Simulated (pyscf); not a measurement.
Single points on ωB97X-D3(BJ)/def2-SVP structures (PySCF, gas phase).

**Question.** PBE/def2-TZVP puts the barrier of `[OH][SiH2][SiH2][OH]` + `[H][H]` → `[OH][SiH3]` + `[OH][SiH3]` (four-centre exchange; singlet surface; Si–Si, H–H broken, H–Si, H–Si formed) at 172.4 kJ/mol and the reaction energy at -23.1 kJ/mol, from the separated reactants. What do PBE0-D3(BJ)/def2-TZVP, M06-2X/def2-TZVP, ωB97M-D3(BJ)/def2-TZVP give on the same structures?

**Answer.** PBE0-D3(BJ): ΔE‡ = 188.4 kJ/mol, ΔE = -24.2 kJ/mol; M06-2X: ΔE‡ = 221.5 kJ/mol, ΔE = -32.6 kJ/mol; ωB97M-D3(BJ): ΔE‡ = 208.1 kJ/mol, ΔE = -38.9 kJ/mol. PBE's barrier lies under all of them, by 16.0 to 49.0 kJ/mol. Its reaction energy lies over all of them, by 1.2 to 15.8 kJ/mol. Low barriers are usual for a GGA, whose delocalisation error favours stretched bonds. At the saddle there is also a short H–Si contact that neither side keeps. HO–SiH₂–SiH₂–OH lies 150.4 kJ/mol over its isomer HO–SiH₂–O–SiH₃ (electronic energy, ωB97M-D3(BJ)/def2-TZVP). This is the saddle that the search found; another between the same sides may lie lower.
